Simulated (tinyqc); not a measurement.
Inside a calculation (part 2 of 3). Method: UHF in the sto-3g basis, for CH, spin multiplicity 4. Computed by tinyqc, a small Python program that keeps every step (integrals from PySCF). Command: `OMP_NUM_THREADS=1 python tinyqc.py 27333 27334 out.jsonl` (the two numbers bound the seeds that draw the settings). One thread of a shared host (Intel(R) Xeon(R) Processor @ 2.60GHz), about 0.1 s of CPU time with the checks.

Geometry (angstrom):
```
atom         x         y         z
C     0.000000  0.000000  0.000000
H     0.000000  0.000000  1.786000
```

## Iteration 2: diagonalisation and new density

extrapolated F(alpha) (hartree):
```
             1C 1s      1C 2s     1C 2px     1C 2py     1C 2pz      2H 1s
1C 1s   -11.484905  -3.042633   0.000000   0.000000  -0.002211  -0.166330
1C 2s    -3.042633  -1.568863   0.000000   0.000000  -0.000719  -0.284370
1C 2px    0.000000   0.000000  -0.193308   0.000000   0.000000   0.000000
1C 2py    0.000000   0.000000   0.000000  -0.193308   0.000000   0.000000
1C 2pz   -0.002211  -0.000719   0.000000   0.000000  -0.000439  -0.258926
2H 1s    -0.166330  -0.284370   0.000000   0.000000  -0.258926  -0.369946
```

extrapolated F(beta) (hartree):
```
             1C 1s      1C 2s    1C 2px    1C 2py     1C 2pz      2H 1s
1C 1s   -10.206576  -2.791915  0.000000  0.000000  -0.001559  -0.147738
1C 2s    -2.791915  -1.064589  0.000000  0.000000  -0.047172  -0.215236
1C 2px    0.000000   0.000000  0.384105  0.000000   0.000000   0.000000
1C 2py    0.000000   0.000000  0.000000  0.384105   0.000000   0.000000
1C 2pz   -0.001559  -0.047172  0.000000  0.000000   0.335963  -0.103051
2H 1s    -0.147738  -0.215236  0.000000  0.000000  -0.103051   0.064885
```

X:
```
            1C 1s      1C 2s    1C 2px    1C 2py     1C 2pz      2H 1s
1C 1s    1.024543  -0.131239  0.000000  0.000000  -0.002302   0.011951
1C 2s   -0.131239   1.038632  0.000000  0.000000   0.016446  -0.099682
1C 2px   0.000000   0.000000  1.000000  0.000000   0.000000   0.000000
1C 2py   0.000000   0.000000  0.000000  1.000000   0.000000   0.000000
1C 2pz  -0.002302   0.016446  0.000000  0.000000   1.018782  -0.114408
2H 1s    0.011951  -0.099682  0.000000  0.000000  -0.114408   1.032594
```

Diagonalise F' = X^T F X, C = X C', fill 5 alpha and 2 beta electrons from the bottom; D(s) = C_occ C_occ^T. Each column has its largest component positive (the first on a tie).

F' = X^T F X (alpha) (hartree):
```
            1          2          3          4          5          6
1  -11.267570  -1.521736   0.000000   0.000000  -0.011465   0.013905
2   -1.521736  -1.009067   0.000000   0.000000   0.037385  -0.151415
3    0.000000   0.000000  -0.193308   0.000000   0.000000   0.000000
4    0.000000   0.000000   0.000000  -0.193308   0.000000   0.000000
5   -0.011465   0.037385   0.000000   0.000000   0.055775  -0.237831
6    0.013905  -0.151415   0.000000   0.000000  -0.237831  -0.288837
```

orbital energies (alpha) (hartree): MO1 -11.488552, MO2 -0.831568, MO3 -0.377962, MO4 -0.193308, MO5 -0.193308, MO6 0.188382

coefficients C (alpha):
```
              MO1        MO2        MO3       MO4        MO5        MO6
1C 1s    0.995054  -0.262527   0.081173  0.000000   0.000000  -0.037653
1C 2s    0.019324   0.975586  -0.351704  0.000000   0.000000   0.174211
1C 2px   0.000000   0.000000   0.000000  0.999038  -0.043849   0.000000
1C 2py   0.000000   0.000000   0.000000  0.043849   0.999038   0.000000
1C 2pz   0.000545   0.018305   0.390768  0.000000   0.000000   0.947758
2H 1s   -0.001811   0.192238   0.834247  0.000000   0.000000  -0.597069
```

F' = X^T F X (beta) (hartree):
```
           1          2         3         4          5          6
1  -9.984199  -1.491652  0.000000  0.000000  -0.004947   0.024462
2  -1.491652  -0.522928  0.000000  0.000000  -0.017581  -0.162306
3   0.000000   0.000000  0.384105  0.000000   0.000000   0.000000
4   0.000000   0.000000  0.000000  0.384105   0.000000   0.000000
5  -0.004947  -0.017581  0.000000  0.000000   0.372601  -0.156442
6   0.024462  -0.162306  0.000000  0.000000  -0.156442   0.132137
```

orbital energies (beta) (hartree): MO1 -10.213804, MO2 -0.355638, MO3 0.112546, MO4 0.384105, MO5 0.384105, MO6 0.454507

coefficients C (beta):
```
              MO1        MO2        MO3       MO4        MO5        MO6
1C 1s    0.992650  -0.262863   0.107618  0.000000   0.000000  -0.032050
1C 2s    0.028306   0.944430  -0.437472  0.000000   0.000000   0.148510
1C 2px   0.000000   0.000000   0.000000  0.273676   0.961822   0.000000
1C 2py   0.000000   0.000000   0.000000  0.961822  -0.273676   0.000000
1C 2pz   0.000949   0.073238   0.376817  0.000000   0.000000   0.950750
2H 1s   -0.003373   0.251453   0.821027  0.000000   0.000000  -0.593375
```

D(alpha) after iteration 2:
```
            1C 1s      1C 2s    1C 2px    1C 2py     1C 2pz      2H 1s
1C 1s    1.065642  -0.265438  0.000000  0.000000   0.027456   0.015449
1C 2s   -0.265438   1.075837  0.000000  0.000000  -0.119567  -0.105898
1C 2px   0.000000   0.000000  1.000000  0.000000   0.000000   0.000000
1C 2py   0.000000   0.000000  0.000000  1.000000   0.000000   0.000000
1C 2pz   0.027456  -0.119567  0.000000  0.000000   0.153035   0.329515
2H 1s    0.015449  -0.105898  0.000000  0.000000   0.329515   0.732928
```

D(beta) after iteration 2:
```
            1C 1s      1C 2s    1C 2px    1C 2py     1C 2pz      2H 1s
1C 1s    1.054451  -0.220158  0.000000  0.000000  -0.018310  -0.069446
1C 2s   -0.220158   0.892749  0.000000  0.000000   0.069195   0.237384
1C 2px   0.000000   0.000000  0.000000  0.000000   0.000000   0.000000
1C 2py   0.000000   0.000000  0.000000  0.000000   0.000000   0.000000
1C 2pz  -0.018310   0.069195  0.000000  0.000000   0.005365   0.018413
2H 1s   -0.069446   0.237384  0.000000  0.000000   0.018413   0.063240
```

Within a degenerate level the vectors are fixed only up to a rotation; this is one choice.

## Iteration 3: building the Fock matrix

core Hamiltonian H = T + V (hartree):
```
             1C 1s      1C 2s     1C 2px     1C 2py     1C 2pz      2H 1s
1C 1s   -18.057911  -4.351706   0.000000   0.000000  -0.006308  -0.231113
1C 2s    -4.351706  -5.013596   0.000000   0.000000  -0.073181  -0.719178
1C 2px    0.000000   0.000000  -3.953573   0.000000   0.000000   0.000000
1C 2py    0.000000   0.000000   0.000000  -3.953573   0.000000   0.000000
1C 2pz   -0.006308  -0.073181   0.000000   0.000000  -3.992264  -0.731478
2H 1s    -0.231113  -0.719178   0.000000   0.000000  -0.731478  -2.242372
```

Two-electron integrals (ij|kl) in chemists' order, unique and non-zero (hartree):
```
(11|11) 3.541948   (21|11) 0.576921   (21|21) 0.111888   (22|11) 0.854682
(22|21) 0.205284   (22|22) 0.624709   (31|31) 0.020296   (32|31) 0.030858
(32|32) 0.137996   (33|11) 0.852436   (33|21) 0.205335   (33|22) 0.624568
(33|33) 0.672833   (41|41) 0.020296   (42|41) 0.030858   (42|42) 0.137996
(43|43) 0.036269   (44|11) 0.852436   (44|21) 0.205335   (44|22) 0.624568
(44|33) 0.600295   (44|44) 0.672833   (51|51) 0.020296   (52|51) 0.030858
(52|52) 0.137996   (53|53) 0.036269   (54|54) 0.036269   (55|11) 0.852436
(55|21) 0.205335   (55|22) 0.624568   (55|33) 0.600295   (55|44) 0.600295
(55|55) 0.672833   (61|11) 0.030421   (61|21) 0.005866   (61|22) 0.010756
(61|33) 0.010728   (61|44) 0.010728   (61|51) 0.000342   (61|52) 0.000644
(61|55) 0.010815   (61|61) 0.000314   (62|11) 0.100158   (62|21) 0.024513
(62|22) 0.086125   (62|33) 0.083938   (62|44) 0.083938   (62|51) 0.002274
(62|52) 0.018009   (62|55) 0.090407   (62|61) 0.001339   (62|62) 0.018596
(63|31) 0.002083   (63|32) 0.012067   (63|53) 0.003237   (63|63) 0.001840
(64|41) 0.002083   (64|42) 0.012067   (64|54) 0.003237   (64|64) 0.001840
(65|11) 0.100354   (65|21) 0.024817   (65|22) 0.092211   (65|33) 0.088061
(65|44) 0.088061   (65|51) 0.003892   (65|52) 0.028579   (65|55) 0.100402
(65|61) 0.001394   (65|62) 0.023405   (65|65) 0.030755   (66|11) 0.295934
(66|21) 0.073478   (66|22) 0.293700   (66|33) 0.282357   (66|44) 0.282357
(66|51) 0.006224   (66|52) 0.069604   (66|55) 0.316084   (66|61) 0.004009
(66|62) 0.091824   (66|65) 0.126997   (66|66) 0.774606
```

nuclear repulsion = 1.77775099 hartree

J_ij = sum D_kl (ij|kl) with D = D(alpha) + D(beta), K_ij = sum D_kl (ik|jl) for each spin; F = H + J - K(s); E = tr D H + tr D J / 2 - 0.5 sum_s tr D(s) K(s) + E_nn.

Coulomb J (hartree):
```
            1C 1s     1C 2s    1C 2px    1C 2py    1C 2pz     2H 1s
1C 1s   10.799865  2.043358  0.000000  0.000000  0.005487  0.107562
1C 2s    2.043358  4.509982  0.000000  0.000000  0.066632  0.632645
1C 2px   0.000000  0.000000  4.512551  0.000000  0.000000  0.000000
1C 2py   0.000000  0.000000  0.000000  4.512551  0.000000  0.000000
1C 2pz   0.005487  0.066632  0.000000  0.000000  4.488635  0.687917
2H 1s    0.107562  0.632645  0.000000  0.000000  0.687917  2.470905
```

exchange K(alpha) (hartree):
```
           1C 1s      1C 2s    1C 2px    1C 2py     1C 2pz     2H 1s
1C 1s   3.632399   0.645362  0.000000  0.000000   0.000448  0.037037
1C 2s   0.645362   0.987462  0.000000  0.000000  -0.039584  0.171606
1C 2px  0.000000   0.000000  0.869351  0.000000   0.000000  0.000000
1C 2py  0.000000   0.000000  0.000000  0.869351   0.000000  0.000000
1C 2pz  0.000448  -0.039584  0.000000  0.000000   0.411989  0.224617
2H 1s   0.037037   0.171606  0.000000  0.000000   0.224617  0.654596
```

exchange K(beta) (hartree):
```
            1C 1s     1C 2s    1C 2px    1C 2py     1C 2pz     2H 1s
1C 1s    3.579371  0.580117  0.000000  0.000000  -0.000226  0.028252
1C 2s    0.580117  0.625363  0.000000  0.000000   0.076395  0.159081
1C 2px   0.000000  0.000000  0.136880  0.000000   0.000000  0.000000
1C 2py   0.000000  0.000000  0.000000  0.136880   0.000000  0.000000
1C 2pz  -0.000226  0.076395  0.000000  0.000000   0.153290  0.060266
2H 1s    0.028252  0.159081  0.000000  0.000000   0.060266  0.116397
```

F(alpha) (hartree):
```
             1C 1s      1C 2s     1C 2px     1C 2py     1C 2pz      2H 1s
1C 1s   -10.890445  -2.953711   0.000000   0.000000  -0.001269  -0.160588
1C 2s    -2.953711  -1.491075   0.000000   0.000000   0.033035  -0.258139
1C 2px    0.000000   0.000000  -0.310373   0.000000   0.000000   0.000000
1C 2py    0.000000   0.000000   0.000000  -0.310373   0.000000   0.000000
1C 2pz   -0.001269   0.033035   0.000000   0.000000   0.084381  -0.268178
2H 1s    -0.160588  -0.258139   0.000000   0.000000  -0.268178  -0.426063
```

F(beta) (hartree):
```
             1C 1s      1C 2s    1C 2px    1C 2py     1C 2pz      2H 1s
1C 1s   -10.837417  -2.888466  0.000000  0.000000  -0.000595  -0.151803
1C 2s    -2.888466  -1.128976  0.000000  0.000000  -0.082944  -0.245614
1C 2px    0.000000   0.000000  0.422098  0.000000   0.000000   0.000000
1C 2py    0.000000   0.000000  0.000000  0.422098   0.000000   0.000000
1C 2pz   -0.000595  -0.082944  0.000000  0.000000   0.343080  -0.103827
2H 1s    -0.151803  -0.245614  0.000000  0.000000  -0.103827   0.112136
```

total energy of this density = -37.66248830 hartree

## Iteration 3: DIIS over 3 matrices

error matrix X^T (FDS - SDF) X (alpha):
```
           1          2         3         4          5          6
1   0.000000   0.000960  0.000000  0.000000   0.009972  -0.006383
2  -0.000960   0.000000  0.000000  0.000000  -0.014327   0.014691
3   0.000000   0.000000  0.000000  0.000000   0.000000   0.000000
4   0.000000   0.000000  0.000000  0.000000   0.000000   0.000000
5  -0.009972   0.014327  0.000000  0.000000   0.000000   0.057349
6   0.006383  -0.014691  0.000000  0.000000  -0.057349   0.000000
```

B (overlaps of the stored error matrices):
```
                1               2               3
1   6.1701210e-02  -1.2634203e-02  -6.9321666e-03
2  -1.2634203e-02   3.6842543e-02   1.9471467e-02
3  -6.9321666e-03   1.9471467e-02   1.1586613e-02
```

Minimise |sum c_i e_i|^2 with sum c_i = 1: solve [B -1; -1 0][c; lambda] = [0; -1] with B_ij = tr e_i^T e_j summed over both spins, and take F = sum c_i F_i.

DIIS coefficients: 0.106741  -0.678308  1.571567

extrapolated F(alpha) (hartree):
```
             1C 1s      1C 2s     1C 2px     1C 2py     1C 2pz      2H 1s
1C 1s   -11.092924  -2.986074   0.000000   0.000000  -0.000560  -0.162082
1C 2s    -2.986074  -1.528928   0.000000   0.000000   0.040327  -0.261986
1C 2px    0.000000   0.000000  -0.303386   0.000000   0.000000   0.000000
1C 2py    0.000000   0.000000   0.000000  -0.303386   0.000000   0.000000
1C 2pz   -0.000560   0.040327   0.000000   0.000000   0.084521  -0.250844
2H 1s    -0.162082  -0.261986   0.000000   0.000000  -0.250844  -0.422675
```

extrapolated F(beta) (hartree):
```
             1C 1s      1C 2s    1C 2px    1C 2py     1C 2pz      2H 1s
1C 1s   -10.714457  -2.873067  0.000000  0.000000   0.000314  -0.152177
1C 2s    -2.873067  -1.133429  0.000000  0.000000  -0.083106  -0.241876
1C 2px    0.000000   0.000000  0.386509  0.000000   0.000000   0.000000
1C 2py    0.000000   0.000000  0.000000  0.386509   0.000000   0.000000
1C 2pz    0.000314  -0.083106  0.000000  0.000000   0.309327  -0.107370
2H 1s    -0.152177  -0.241876  0.000000  0.000000  -0.107370   0.134403
```

## Iteration 3: diagonalisation and new density

As before.

F' = X^T F X (alpha) (hartree):
```
            1          2          3          4          5          6
1  -10.870592  -1.518690   0.000000   0.000000  -0.015455   0.014570
2   -1.518690  -0.978310   0.000000   0.000000   0.078507  -0.130497
3    0.000000   0.000000  -0.303386   0.000000   0.000000   0.000000
4    0.000000   0.000000   0.000000  -0.303386   0.000000   0.000000
5   -0.015455   0.078507   0.000000   0.000000   0.142677  -0.236555
6    0.014570  -0.130497   0.000000   0.000000  -0.236555  -0.349111
```

orbital energies (alpha) (hartree): MO1 -11.098499, MO2 -0.789604, MO3 -0.420524, MO4 -0.303386, MO5 -0.303386, MO6 0.253291

coefficients C (alpha):
```
              MO1        MO2        MO3        MO4       MO5        MO6
1C 1s    0.993725  -0.267308   0.079924   0.000000  0.000000  -0.041577
1C 2s    0.024313   0.976617  -0.344250   0.000000  0.000000   0.182498
1C 2px   0.000000   0.000000   0.000000  -0.467994  0.883732   0.000000
1C 2py   0.000000   0.000000   0.000000   0.883732  0.467994   0.000000
1C 2pz   0.000450  -0.027579   0.307777   0.000000  0.000000   0.977647
2H 1s   -0.002530   0.193972   0.886640   0.000000  0.000000  -0.515419
```

F' = X^T F X (beta) (hartree):
```
            1          2         3         4          5          6
1  -10.496724  -1.501838  0.000000  0.000000   0.001797   0.024803
2   -1.501838  -0.578953  0.000000  0.000000  -0.052889  -0.187551
3    0.000000   0.000000  0.386509  0.000000   0.000000   0.000000
4    0.000000   0.000000  0.000000  0.386509   0.000000   0.000000
5    0.001797  -0.052889  0.000000  0.000000   0.345743  -0.163057
6    0.024803  -0.187551  0.000000  0.000000  -0.163057   0.210919
```

orbital energies (beta) (hartree): MO1 -10.719161, MO2 -0.426598, MO3 0.166724, MO4 0.386509, MO5 0.386509, MO6 0.460020

coefficients C (beta):
```
              MO1        MO2        MO3       MO4        MO5        MO6
1C 1s    0.994259  -0.260138   0.098742  0.000000   0.000000  -0.032965
1C 2s    0.022336   0.955875  -0.407523  0.000000   0.000000   0.160982
1C 2px   0.000000   0.000000   0.000000  0.056745   0.998389   0.000000
1C 2py   0.000000   0.000000   0.000000  0.998389  -0.056745   0.000000
1C 2pz   0.000655   0.112349   0.502134  0.000000   0.000000   0.886859
2H 1s   -0.002559   0.213336   0.735006  0.000000   0.000000  -0.709695
```

D(alpha) after iteration 3:
```
            1C 1s      1C 2s    1C 2px    1C 2py     1C 2pz      2H 1s
1C 1s    1.065331  -0.264410  0.000000  0.000000   0.032418   0.016500
1C 2s   -0.264410   1.072881  0.000000  0.000000  -0.132875  -0.115851
1C 2px   0.000000   0.000000  1.000000  0.000000   0.000000   0.000000
1C 2py   0.000000   0.000000  0.000000  1.000000   0.000000   0.000000
1C 2pz   0.032418  -0.132875  0.000000  0.000000   0.095488   0.267537
2H 1s    0.016500  -0.115851  0.000000  0.000000   0.267537   0.823762
```

D(beta) after iteration 3:
```
            1C 1s      1C 2s    1C 2px    1C 2py     1C 2pz      2H 1s
1C 1s    1.056223  -0.226452  0.000000  0.000000  -0.028575  -0.058041
1C 2s   -0.226452   0.914196  0.000000  0.000000   0.107406   0.203866
1C 2px   0.000000   0.000000  0.000000  0.000000   0.000000   0.000000
1C 2py   0.000000   0.000000  0.000000  0.000000   0.000000   0.000000
1C 2pz  -0.028575   0.107406  0.000000  0.000000   0.012623   0.023966
2H 1s   -0.058041   0.203866  0.000000  0.000000   0.023966   0.045519
```

Within a degenerate level the vectors are fixed only up to a rotation; this is one choice.

## Iteration 4: building the Fock matrix

As before.

Coulomb J (hartree):
```
            1C 1s     1C 2s    1C 2px    1C 2py    1C 2pz     2H 1s
1C 1s   10.774263  2.037079  0.000000  0.000000  0.006636  0.107256
1C 2s    2.037079  4.493059  0.000000  0.000000  0.073492  0.632941
1C 2px   0.000000  0.000000  4.496670  0.000000  0.000000  0.000000
1C 2py   0.000000  0.000000  0.000000  4.496670  0.000000  0.000000
1C 2pz   0.006636  0.073492  0.000000  0.000000  4.469619  0.689654
2H 1s    0.107256  0.632941  0.000000  0.000000  0.689654  2.497918
```

exchange K(alpha) (hartree):
```
           1C 1s      1C 2s    1C 2px    1C 2py     1C 2pz     2H 1s
1C 1s   3.630919   0.643496  0.000000  0.000000   0.000703  0.036438
1C 2s   0.643496   0.975855  0.000000  0.000000  -0.054878  0.167947
1C 2px  0.000000   0.000000  0.866443  0.000000   0.000000  0.000000
1C 2py  0.000000   0.000000  0.000000  0.866443   0.000000  0.000000
1C 2pz  0.000703  -0.054878  0.000000  0.000000   0.362706  0.206399
2H 1s   0.036438   0.167947  0.000000  0.000000   0.206399  0.704964
```

exchange K(beta) (hartree):
```
           1C 1s     1C 2s    1C 2px    1C 2py    1C 2pz     2H 1s
1C 1s   3.581232  0.579703  0.000000  0.000000  0.000192  0.029036
1C 2s   0.579703  0.632033  0.000000  0.000000  0.099970  0.154149
1C 2px  0.000000  0.000000  0.138992  0.000000  0.000000  0.000000
1C 2py  0.000000  0.000000  0.000000  0.138992  0.000000  0.000000
1C 2pz  0.000192  0.099970  0.000000  0.000000  0.159524  0.062404
2H 1s   0.029036  0.154149  0.000000  0.000000  0.062404  0.100382
```

F(alpha) (hartree):
```
             1C 1s      1C 2s     1C 2px     1C 2py     1C 2pz      2H 1s
1C 1s   -10.914567  -2.958123   0.000000   0.000000  -0.000375  -0.160296
1C 2s    -2.958123  -1.496392   0.000000   0.000000   0.055189  -0.254185
1C 2px    0.000000   0.000000  -0.323346   0.000000   0.000000   0.000000
1C 2py    0.000000   0.000000   0.000000  -0.323346   0.000000   0.000000
1C 2pz   -0.000375   0.055189   0.000000   0.000000   0.114649  -0.248223
2H 1s    -0.160296  -0.254185   0.000000   0.000000  -0.248223  -0.449418
```

F(beta) (hartree):
```
             1C 1s      1C 2s    1C 2px    1C 2py     1C 2pz      2H 1s
1C 1s   -10.864881  -2.894330  0.000000  0.000000   0.000135  -0.152894
1C 2s    -2.894330  -1.152570  0.000000  0.000000  -0.099659  -0.240386
1C 2px    0.000000   0.000000  0.404105  0.000000   0.000000   0.000000
1C 2py    0.000000   0.000000  0.000000  0.404105   0.000000   0.000000
1C 2pz    0.000135  -0.099659  0.000000  0.000000   0.317831  -0.104227
2H 1s    -0.152894  -0.240386  0.000000  0.000000  -0.104227   0.155164
```

total energy of this density = -37.67325149 hartree
